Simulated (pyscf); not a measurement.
This saddle point was located with ωB97X-D3(BJ)/def2-SVP in PySCF.

```xyz
8

O      0.1079     0.8149     0.8450
As     0.0438    -0.3167    -0.8137
O      0.4429    -1.7151     0.2053
O     -1.7151    -0.4829    -0.8756
H      0.3269     1.7223     0.5722
H      0.6158    -1.4251     1.1116
H     -2.0671    -0.8421    -0.0481
H     -0.1319     1.0880     2.1317
```
Charge 0, spin multiplicity 2.

Surface: doublet, charge 0. Lowest wavenumbers (cm⁻¹): 1690i, 104, 153, 237, 247.

Task: Name the species on either side of this saddle.

Result: `[OH][As]([OH])[OH]` + `[H]` [doublet] <-> `[OH2]` + `[OH][As][OH]` [doublet], a substitution at O read from left to right: As–O broken and H–O formed. At ωB97M-D3(BJ)/def2-TZVP it lies +0.69 eV from the left side and +1.90 eV from the right (each side as separated species at their lowest minima found). On the product side the descent ends in a bound adduct, 0.43 eV under the separated species and 2.34 eV under the saddle at ωB97X-D3(BJ)/def2-TZVP. At ωB97X-D3(BJ) the barrier from the zero used here is 0.80 eV. This is the saddle that the search found; another between the same sides may lie lower. The angle at the attacked O is 155°. Elements up to Kr have no core potential and no relativistic terms here.
